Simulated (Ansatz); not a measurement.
`C[S][Na]`. Charge 0, multiplicity 1.

Cartesian coordinates in Å:
```
C -0.034 -0.636 0.168
S -0.112 0.535 -1.225
Na 0.208 2.812 -0.301
H -0.164 -1.648 -0.223
H -0.827 -0.461 0.898
H 0.928 -0.602 0.683
```

Question: List the harmonic frequencies (cm⁻¹, unscaled) at PBE0-D4/def2-TZVP in Ansatz. (Best estimate.)

Answer: Computed: 69, 99, 327, 728, 948, 955, 1336, 1475, 1477, 3033, 3102, 3110.

Question: Is this a minimum?

Answer: Yes, all 12 modes are real.

Question: Give the ideal-gas thermochemistry at 298.15 K and 1 bar (rigid rotor, harmonic oscillator; point group Cs, symmetry number 1).

Answer: Zero-point energy 99.6 kJ/mol; H(298) − E = 115.2 kJ/mol; entropy 305.0 J/(mol·K), of which translation 161.9, rotation 103.5, vibration 39.7; G(298) − E = 24.2 kJ/mol. Modes under 100 cm⁻¹ are hindered rotations or soft bends, so the harmonic entropy is rough.

Question: Rotational constants (cm⁻¹)?

Answer: 0.6087, 0.1307, 0.1098.
